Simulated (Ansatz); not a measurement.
```yaml
crystal:
  periodic: [false, false, false]
  atoms:
    - {symbol: Fe, position_ang: [0.000000, 0.000000, 0.000000]}
    - {symbol: C, position_ang: [0.000000, 0.000000, 2.080000]}
basis:
  gaussian: {orbitals: def2-TZVP}
magnetization: {spin_polarized: true, initial_magnetization: 2}
hamiltonian: {xc: pbe0}
relax: {f_tol: 0.004, max_steps: 80}
```

```sh
$ ansatz run in.yaml --threads 1 --pin off --events-out ev --progress --plain --max-ram 2176MiB
```

Steps of the relaxation (energy above the last step; positions in Å, forces in eV/Å):

```
2
step 1, 618.5 meV
Fe    0.000    0.000    0.000    0.000    0.000    2.486
C     0.000    0.000    2.080    0.000    0.000   -2.486
```

```
2
step 2, 244.6 meV
Fe    0.000    0.000    0.084    0.000    0.000    1.865
C     0.000    0.000    1.996    0.000    0.000   -1.865
```

```
2
step 3, 82.0 meV
Fe    0.000    0.000    0.263    0.000    0.000   -1.510
C     0.000    0.000    1.817    0.000    0.000    1.510
```

```
2
step 6, 0.0 meV
Fe    0.000    0.000    0.203    0.000    0.000    0.000
C     0.000    0.000    1.877    0.000    0.000    0.000
```

Close pairs at the end: Fe1–C2 1.674 Å.

A stationary point of unrestricted PBE0 after 6 steps, with ⟨S²⟩ = 3.226 against 2.00 for a pure state. 93 s on 1 thread of Arm Neoverse V2, shared host.
